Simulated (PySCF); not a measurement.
NH: one state, many levels of theory

State: ³Σ⁻ (triplet), unpaired electrons π ↑↑. Set-up: PySCF, no relativity, basis sets H cc-pVDZ, N cc-pVDZ. De refers to H + N in their high-spin ground configurations, without counterpoise correction. The functionals are run spin-unrestricted. A positive dipole means H(−)N(+).

| Level | Re (Å) | ωe (cm⁻¹) | De (eV) | μ (D) | CPU s a point (SCF and correlation, without the integrals) |
| --- | --- | --- | --- | --- | --- |
| UHF | 1.031 | 3479 | 2.07 | -1.66 | 0.025 |
| UHF-MP2 | 1.046 | 3338 | 2.97 | n/a | 0.033 |
| UHF-SCS-MP2 | 1.048 | 3322 | 3.07 | n/a | n/a |
| UHF-CCSD | 1.054 | 3220 | 3.07 | n/a | n/a |
| UHF-CCSD(T) | 1.056 | 3197 | 3.10 | n/a | 0.21 |
| PBE | 1.065 | 3090 | 3.65 | -1.45 | 0.2 |
| r²SCAN | 1.053 | 3198 | 3.48 | -1.52 | 0.27 |
| B3LYP | 1.055 | 3177 | 3.62 | -1.49 | 0.21 |
| PBE0 | 1.051 | 3251 | 3.52 | -1.53 | 0.3 |
| M06 | 1.056 | 3065 | 3.39 | -1.54 | 0.27 |
| MN15 | 1.054 | 3166 | 3.36 | -1.52 | 0.29 |
| ωB97X | 1.050 | 3272 | 3.46 | -1.56 | 0.19 |

(1) What are the measured Re and ωe, and which levels come closest?

```json
{"Level": "UHF", "error in Re (pm)": "-0.5", "error in ωe (%)": "6.0"}
{"Level": "UHF-MP2", "error in Re (pm)": "1.0", "error in ωe (%)": "1.7"}
{"Level": "UHF-SCS-MP2", "error in Re (pm)": "1.1", "error in ωe (%)": "1.2"}
{"Level": "UHF-CCSD", "error in Re (pm)": "1.8", "error in ωe (%)": "-1.9"}
{"Level": "UHF-CCSD(T)", "error in Re (pm)": "2.0", "error in ωe (%)": "-2.6"}
{"Level": "PBE", "error in Re (pm)": "2.9", "error in ωe (%)": "-5.9"}
{"Level": "r²SCAN", "error in Re (pm)": "1.7", "error in ωe (%)": "-2.6"}
{"Level": "B3LYP", "error in Re (pm)": "1.9", "error in ωe (%)": "-3.2"}
{"Level": "PBE0", "error in Re (pm)": "1.5", "error in ωe (%)": "-0.9"}
{"Level": "M06", "error in Re (pm)": "2.0", "error in ωe (%)": "-6.6"}
{"Level": "MN15", "error in Re (pm)": "1.8", "error in ωe (%)": "-3.5"}
{"Level": "ωB97X", "error in Re (pm)": "1.4", "error in ωe (%)": "-0.3"}
```

Correlated steps freeze 1 core orbital. Correlated levels converge slowly with the basis: in double zeta they bind strong bonds too weakly, by up to about 1 eV, and carry superposition errors of some tenths. The state is the lowest determinant that a PBE0 search found; another state may lie lower at other levels.

The whole job (state search and all levels along the bond) took about 0.48 min on 1 thread of Intel Xeon Platinum 8375C @ 2.90GHz (shared host), peak memory 0.29 GiB.

Results:

(1) Re = 1.03621 Å and ωe = 3282.27 cm⁻¹ (Huber and Herzberg, Constants of Diatomic Molecules (1979)). Closest are UHF for the length (off by -0.005 Å) and ωB97X for the frequency (off by -0.3 %).
